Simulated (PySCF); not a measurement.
# C₄H₆FN: NMR shifts, electronic excitations and K edges in gas and solvents

Aim: compute the NMR shifts, electronic excitations and K edges of C₄H₆FN (`[H]/N=C(\C)C(=C)F`), and see what a dielectric continuum does where one was used.

Programs: PySCF 2.14.0, with density-fitted response routines of our own. Each step states its level of theory. These are calculated values for one molecule, in the gas phase or a continuum, unless marked as measured. Atoms count from 0, in the outputs and in this text.

## Step 1: Starting geometry

12 atoms, charge 0, multiplicity 1; geometry from: GFN2-xTB.

Bonds of the start (Å): C0–C1 1.32, C1–F2 1.35, C1–C3 1.47, C3–C4 1.50, C3–N5 1.26, C0–H6 1.07, C0–H7 1.07, C4–H8 1.09, C4–H9 1.09, C4–H10 1.09, N5–H11 1.02.

## Step 2: Optimising the geometry at PBE0-D3(BJ)/def2-SVP

The job: settings as JSON, then the geometry in Å.

```
{"job": {"xc": "PBE0", "basis": "def2-SVP", "d3": "d3bj", "grid": 1, "kind": "geom"}, "charge": 0, "multiplicity": 1}
C      2.092439     0.360232    -0.259104
C      0.905644    -0.213245    -0.393171
F      0.771971    -1.303501    -1.186094
C     -0.340809     0.222453     0.254700
C     -1.561095    -0.592051    -0.059898
N     -0.276386     1.232703     1.011262
H      2.182287     1.222913     0.372101
H      2.962308    -0.017551    -0.765256
H     -1.397310    -1.627612     0.235618
H     -1.743356    -0.583084    -1.133896
H     -2.434404    -0.201716     0.458493
H     -1.160091     1.499771     1.439217
```

Started as:

```bash
$ OMP_NUM_THREADS=1 python probes_run.py task.json out
```

This one command runs all jobs of the session in turn.

Output:

```text
step   0  E = -310.02051253  max force = 0.012996
step   1  E = -310.02222124  max force = 0.002884
step   2  E = -310.02220871  max force = 0.002260
step   3  E = -310.02225698  max force = 0.000306
step   4  E = -310.02226070  max force = 0.000234
optimisation converged
```

Wall time 35 s (1 thread of Arm Neoverse N1, shared host); peak memory 0.47 GiB.

Relaxation path:

```tsv
step	energy from step 0 (eV)	largest force component (eV/Å)
0	0.0000	0.6683
1	-0.0465	0.1483
2	-0.0462	0.1162
3	-0.0475	0.0157
4	-0.0476	0.0120
```

Close pairs (by a distance rule), those that changed most:

```tsv
bond	before (Å)	after (Å)	change (Å)
C1–C3	1.471	1.488	+0.017
C0–H6	1.073	1.090	+0.017
C0–H7	1.075	1.091	+0.016
C1–F2	1.355	1.340	-0.014
C4–H9	1.089	1.101	+0.012
C4–H8	1.089	1.101	+0.012
C4–H10	1.088	1.098	+0.010
C3–N5	1.264	1.273	+0.009
```

The next job starts from the end point, and lists it.

```tsv
at the end point	value
point group (found at 0.08 Å tolerance)	Cs
rotational constants (GHz, main isotopes)	5.179, 3.505, 2.118
dipole moment (D)	1.48
```

## Step 3: Nuclear shieldings: PBE0/pcSseg-1 in acetone

The job: settings as JSON, then the geometry in Å.

```
{"job": {"kind": "nmr", "xc": "PBE0", "basis": "pcSseg-1", "solvent": "acetone", "pop": true}, "charge": 0, "multiplicity": 1}
C      2.193773     0.427586    -0.306739
C      1.000965    -0.153201    -0.407856
F      0.837050    -1.261687    -1.143242
C     -0.255633     0.311335     0.239583
C     -1.483478    -0.498318    -0.064322
N     -0.197129     1.341239     0.985320
H      2.277366     1.324418     0.306357
H      3.063732     0.017181    -0.820770
H     -1.341449    -1.548749     0.232773
H     -1.685278    -0.506056    -1.146811
H     -2.357204    -0.089591     0.461238
H     -1.122863     1.557781     1.364359
```

Level: GIAO PBE0/pcSseg-1 NMR shielding, non-relativistic, IEF-PCM acetone.

Output:

```text
coarse grid: 10216 points
cycle   1  E = -310.1131247803  dE =  7.026e-01  |g| = 5.723e-01  |ddm| = 3.077e+00
cycle   2  E = -310.0399170928  dE =  7.321e-02  |g| = 8.445e-01  |ddm| = 1.123e+00
cycle   3  E = -310.1760568558  dE = -1.361e-01  |g| = 1.113e-01  |ddm| = 6.888e-01
cycle   4  E = -310.1787464590  dE = -2.690e-03  |g| = 3.891e-02  |ddm| = 1.064e-01
cycle   5  E = -310.1790315189  dE = -2.851e-04  |g| = 1.296e-02  |ddm| = 3.886e-02
cycle   6  E = -310.1790657461  dE = -3.423e-05  |g| = 2.749e-03  |ddm| = 1.247e-02
cycle   7  E = -310.1790671992  dE = -1.453e-06  |g| = 8.799e-04  |ddm| = 2.590e-03
final grid: 99664 points
cycle   8  E = -310.2199235222  dE = -3.211e-05  |g| = 6.974e-03  |ddm| = 2.848e-02
cycle   9  E = -310.2199209866  dE =  2.536e-06  |g| = 8.200e-03  |ddm| = 1.363e-02
cycle  10  E = -310.2199348904  dE = -1.390e-05  |g| = 1.149e-03  |ddm| = 7.038e-03
cycle  11  E = -310.2199351333  dE = -2.429e-07  |g| = 2.597e-04  |ddm| = 9.913e-04
cycle  12  E = -310.2199351442  dE = -1.090e-08  |g| = 1.395e-04  |ddm| = 2.951e-04
cycle  13  E = -310.2199351477  dE = -3.492e-09  |g| = 2.416e-05  |ddm| = 1.075e-04
cycle  14  E = -310.2199351478  dE = -1.147e-10  |g| = 6.962e-06  |ddm| = 2.333e-05
converged SCF energy = -310.2199351478

GIAO shielding tensors (ppm)
atom      isotropic    diamagn.    paramagn.     s11        s22        s33       span
  0 C       85.006     256.979    -171.973    -16.202     99.664    171.557    187.759
  1 C       13.304     251.024    -237.721    -89.734     61.357     68.287    158.021
  2 F      291.355     476.592    -185.237    205.780    295.959    372.325    166.545
  3 C        6.356     254.475    -248.119   -113.142     10.610    121.601    234.743
  4 C      157.623     249.761     -92.138    140.904    146.735    185.230     44.327
  5 N      -68.083     325.954    -394.037   -366.662    -50.485    212.898    579.560
  6 H       25.060      30.530      -5.470     22.908     24.229     28.044      5.136
  7 H       25.994      28.108      -2.114     23.627     24.546     29.810      6.183
  8 H       28.883      29.263      -0.381     25.036     28.236     33.376      8.341
  9 H       28.915      29.120      -0.205     25.190     28.094     33.462      8.272
 10 H       29.448      29.676      -0.228     25.924     28.215     34.205      8.281
 11 H       21.378      32.876     -11.498     13.959     23.548     26.627     12.668
```

Wall time 19 s (1 thread of Arm Neoverse N1, shared host); peak memory 0.75 GiB.

Shifts follow as δ = σ(reference) − σ, with reference shieldings (ppm) from runs at the same level and on the same kind of geometry: ¹H TMS 31.24, ¹³C TMS 185.4, ¹⁹F CFCl3 180.4, ¹⁵N NH3 268.4. The references are single molecules in the same continuum, so shifts against H2O, NH3, PH3, H3PO4 or CFCl3 are not on the usual liquid scales and can be off by tens of ppm. Atoms listed in one row are averaged.

```tsv
atoms	environment	σ (ppm)	δ (ppm)
C3	carbon bonded to 2 C, N	6.4	179.1
C1	carbon bonded to 2 C, F	13.3	172.1
C0	carbon bonded to C, 2 H	85.0	100.4
C4	carbon bonded to C, 3 H	157.6	27.8
H11	hydrogen on a nitrogen bonded to C	21.38	9.86
H6	hydrogen on a carbon bonded to C	25.06	6.18
H7	hydrogen on a carbon bonded to C	25.99	5.25
H8, H9, H10	hydrogen on a carbon bonded to C	29.08	2.16
F2	fluorine bonded to C	291.4	-110.9
N5	nitrogen bonded to C, H	-68.1	336.5
```

The run also stored atomic charges by several schemes (e):

```tsv
atoms	Mulliken	IAO	Hirshfeld	ESP fit
C0	-0.16	-0.34	-0.11	-0.51
C1	0.20	0.26	0.07	0.13
F2	-0.28	-0.28	-0.08	-0.17
C3	-0.10	0.17	0.09	0.62
C4	-0.21	-0.46	-0.12	-0.56
N5	-0.40	-0.48	-0.25	-0.85
```

Mayer bond orders: C0–C1 1.89, C1–F2 0.94, C1–C3 0.94, C3–C4 1.02, C3–N5 2.03.

## Step 4: Shielding tensors: PBE0/pcSseg-1 in chloroform

The job, as its differences from that of step 3:

```diff
@@ -1,2 +1,2 @@
-{"job": {"kind": "nmr", "xc": "PBE0", "basis": "pcSseg-1", "solvent": "acetone", "pop": true}, "charge": 0, "multiplicity": 1}
+{"job": {"kind": "nmr", "xc": "PBE0", "basis": "pcSseg-1", "solvent": "chloroform", "pop": false}, "charge": 0, "multiplicity": 1}
 C      2.193773     0.427586    -0.306739
```

With the program's defaults for keys left out, this is: GIAO PBE0/pcSseg-1 NMR shielding, non-relativistic, IEF-PCM chloroform.

Output:

```text
coarse grid: 10216 points
cycle   1  E = -310.1100687483  dE =  7.056e-01  |g| = 5.757e-01  |ddm| = 3.077e+00
cycle   2  E = -310.0323504684  dE =  7.772e-02  |g| = 8.588e-01  |ddm| = 1.160e+00
cycle   3  E = -310.1736543617  dE = -1.413e-01  |g| = 1.178e-01  |ddm| = 7.216e-01
cycle   4  E = -310.1766931943  dE = -3.039e-03  |g| = 4.014e-02  |ddm| = 1.150e-01
cycle   5  E = -310.1769927062  dE = -2.995e-04  |g| = 1.340e-02  |ddm| = 4.107e-02
cycle   6  E = -310.1770290414  dE = -3.634e-05  |g| = 2.849e-03  |ddm| = 1.289e-02
cycle   7  E = -310.1770305739  dE = -1.532e-06  |g| = 9.525e-04  |ddm| = 2.755e-03
final grid: 99664 points
cycle   8  E = -310.2179023869  dE = -3.196e-05  |g| = 7.005e-03  |ddm| = 2.867e-02
cycle   9  E = -310.2178994549  dE =  2.932e-06  |g| = 8.309e-03  |ddm| = 1.388e-02
cycle  10  E = -310.2179138822  dE = -1.443e-05  |g| = 1.179e-03  |ddm| = 7.287e-03
cycle  11  E = -310.2179141456  dE = -2.634e-07  |g| = 2.716e-04  |ddm| = 1.036e-03
cycle  12  E = -310.2179141579  dE = -1.223e-08  |g| = 1.433e-04  |ddm| = 3.102e-04
cycle  13  E = -310.2179141615  dE = -3.631e-09  |g| = 2.491e-05  |ddm| = 1.104e-04
cycle  14  E = -310.2179141616  dE = -1.247e-10  |g| = 7.853e-06  |ddm| = 2.472e-05
converged SCF energy = -310.2179141616

GIAO shielding tensors (ppm)
atom      isotropic    diamagn.    paramagn.     s11        s22        s33       span
  0 C       84.820     256.960    -172.140    -16.164     99.420    171.205    187.369
  1 C       13.480     250.995    -237.515    -89.411     61.326     68.525    157.937
  2 F      291.004     476.509    -185.505    205.782    295.573    371.657    165.875
  3 C        7.293     254.516    -247.223   -112.191     12.441    121.629    233.820
  4 C      157.334     249.769     -92.435    139.716    147.256    185.029     45.313
  5 N      -72.077     325.247    -397.324   -375.886    -50.823    210.478    586.364
  6 H       25.049      30.510      -5.461     22.887     24.229     28.032      5.145
  7 H       26.055      28.194      -2.139     23.665     24.652     29.847      6.181
  8 H       28.896      29.307      -0.411     25.056     28.279     33.353      8.296
  9 H       28.932      29.169      -0.237     25.215     28.142     33.439      8.224
 10 H       29.570      29.803      -0.233     26.110     28.348     34.251      8.141
 11 H       21.404      32.897     -11.494     13.611     23.853     26.747     13.135
```

Run time: 17 s. Hardware: 1 thread of Arm Neoverse N1, shared host; peak memory 0.75 GiB.

In short: δ C3 177.9, C1 171.7, C0 100.3, C4 27.8, H11 9.84, H6 6.20 ppm.

## Step 5: Excited states and response: CAM-B3LYP/def2-SVPD

The job, as its differences from that of step 4:

```diff
@@ -1,2 +1,2 @@
-{"job": {"kind": "nmr", "xc": "PBE0", "basis": "pcSseg-1", "solvent": "chloroform", "pop": false}, "charge": 0, "multiplicity": 1}
+{"job": {"kind": "uv", "xc": "CAM-B3LYP", "basis": "def2-SVPD", "dynamic": true, "nstates": 6, "ntriplets": 0}, "charge": 0, "multiplicity": 1}
 C      2.193773     0.427586    -0.306739
```

Level: TDDFT CAM-B3LYP/def2-SVPD, vertical, gas phase, core orbitals frozen in the response.

Output:

```text
coarse grid: 10216 points
cycle   1  E = -310.1137441366  dE =  7.794e-01  |g| = 5.978e-01  |ddm| = 6.097e+00
cycle   2  E = -310.0663125499  dE =  4.743e-02  |g| = 8.057e-01  |ddm| = 2.372e+00
cycle   3  E = -310.1910815284  dE = -1.248e-01  |g| = 7.308e-02  |ddm| = 1.584e+00
cycle   4  E = -310.1921255853  dE = -1.044e-03  |g| = 4.007e-02  |ddm| = 1.977e-01
cycle   5  E = -310.1924502351  dE = -3.246e-04  |g| = 1.094e-02  |ddm| = 8.936e-02
cycle   6  E = -310.1924741450  dE = -2.391e-05  |g| = 3.187e-03  |ddm| = 2.593e-02
cycle   7  E = -310.1924765124  dE = -2.367e-06  |g| = 7.116e-04  |ddm| = 7.303e-03
final grid: 99664 points
cycle   8  E = -310.2436834397  dE = -2.658e-05  |g| = 4.331e-03  |ddm| = 8.280e-02
cycle   9  E = -310.2436827206  dE =  7.191e-07  |g| = 5.088e-03  |ddm| = 1.602e-02
cycle  10  E = -310.2436872181  dE = -4.497e-06  |g| = 4.928e-04  |ddm| = 5.900e-03
cycle  11  E = -310.2436872669  dE = -4.888e-08  |g| = 1.513e-04  |ddm| = 9.258e-04
cycle  12  E = -310.2436872717  dE = -4.757e-09  |g| = 7.554e-05  |ddm| = 4.813e-04
cycle  13  E = -310.2436872729  dE = -1.203e-09  |g| = 1.417e-05  |ddm| = 1.897e-04
cycle  14  E = -310.2436872729  dE = -4.889e-11  |g| = 4.339e-06  |ddm| = 4.196e-05
converged SCF energy = -310.2436872729

Static polarisability (au): isotropic 57.974, principal 39.827 61.434 72.661

Singlet excitations
state   eV       nm        f      main configurations
  1   4.8654    254.8   0.00101   H-1->L 0.96
  2   5.6118    220.9   0.22145   H->L 0.98
  3   7.1854    172.6   0.01261   H->L+1 0.80, H->L+2 0.13
  4   7.5967    163.2   0.03350   H-1->L+1 0.76, H-1->L+3 0.13
  5   7.6758    161.5   0.11325   H-2->L 0.87
  6   7.7820    159.3   0.00618   H-3->L 0.86
```

Run time: 47 s. Hardware: 1 thread of Arm Neoverse N1, shared host; peak memory 0.81 GiB.

Frontier orbitals and where they lie:

```tsv
orbital	eV	atoms
HOMO−3	-12.23	C3 16 %, C1 15 %, C4 14 %
HOMO−2	-11.06	N5 30 %, C3 25 %, C4 12 %
HOMO−1	-9.40	N5 61 %, C3 12 %, C4 9 %
HOMO	-8.75	C0 33 %, C1 25 %, N5 16 %
LUMO	-0.30	N5 23 %, C3 22 %, C0 20 %
LUMO+1	1.26	C4 29 %, H10 11 %, C3 11 %
LUMO+2	2.03	C0 30 %, H7 14 %, C1 10 %
```

With each of the 6 states as a Gaussian band of 0.4 eV half-width at 1/e, the curve within the window shown has maxima at 221 nm (ε 9,000), 162 nm (ε 6,200) L/(mol cm). Beyond the last state computed it falls off for lack of states. The curve at chosen wavelengths:

(nm, ε (L/mol/cm)): (153, 2092), (158, 5236), (164, 5831), (169, 3425), (175, 1173), (180, 411), (186, 108), (191, 106), (197, 551), (202, 1724), (208, 4403), (213, 7019), (219, 8882), (224, 8556), (230, 6437), (235, 4276), (241, 2203), (246, 1129), (252, 461), (257, 213), (263, 89), (268, 47), (274, 24), (279, 15), (285, 8), (290, 5)

Leading natural transition orbitals of singlet state 2: the hole lies on C0 35 %; C1 26 %; N5 15 %; the particle on C3 27 %; N5 24 %; C0, C1 about 12 % each.

Leading natural transition orbitals of singlet state 1: the hole lies on N5 63 %; H11 11 %; C3, C4 about 7 % each; the particle on C3 30 %; N5 26 %; C0 14 %.

Further results of this job:

```tsv
property	computed
dipole moment (D)	1.43
polarisability (Å³)	8.59
HOMO–LUMO gap (eV)	8.45
−ε(HOMO) (eV)	8.75
C6 with itself (au)	1392
```

Orbitals, density, ELF and potential are computed afterwards from the orbital file.

Frontier orbitals at CAM-B3LYP/def2-SVPD, with the share of their density that lies nearest to each atom:

```tsv
orbital	energy (eV)	lies on
HOMO	-8.75	C0 34 %; C1 25 %; N5 17 %
LUMO	-0.30	C3 22 %; N5 21 %; C0, C1 about 16 % each
```

ELF in a plane through or near 10 of the atoms.

Ten even steps from ' ' (0.00) to '@' (1.00):
```
                                                        
                                                        
                                                        
                      ..==++::....::..                  
                    ..++%%%%++++##%%##..                
            --##++    ++@@@@%%%%@@@@@@::                
          ..%%@@@@++  --@@%%##**@@@@**                  
          ..%%@@@@@@..  --######--..  ::####::          
          ..++@@@@%%::  ..==--==--..==@@@@@@##          
        ..--++**..::**==**##**..%%**%%@@@@@@%%..        
      --%%@@@@@@::**%%::==@@**%%##::::%%@@%%++          
      ++@@@@@@@@****==..::==..--==::..====::            
      --%%@@@@@@--  --**%%==    ==****==..              
        ..++**..  ::####**%%++  ..::::..                
                  ==%%%%##%%++                          
                  ..--====--..                          
                      ....                              
                                                        
                                                        
                                                        
```
The map spans 11.3 Å across and 9.3 Å up, centred on the molecule. Atoms in the plane (x, y in Å): C0 (-2.2, 0.0), C1 (-0.9, -0.4), F2 (-0.7, -1.8), C3 (0.3, 0.4), C4 (1.6, -0.4), N5 (0.2, 1.6), H6 (-2.3, 1.1), H7 (-3.0, -0.6), H10 (2.5, 0.2), H11 (1.2, 2.1).

On the surface of density 0.002 e/bohr³ the electrostatic potential runs, from the 1st to the 99th percentile, from -1.54 V near N5 to 1.38 V near H11.

[end of part 1 of 2]
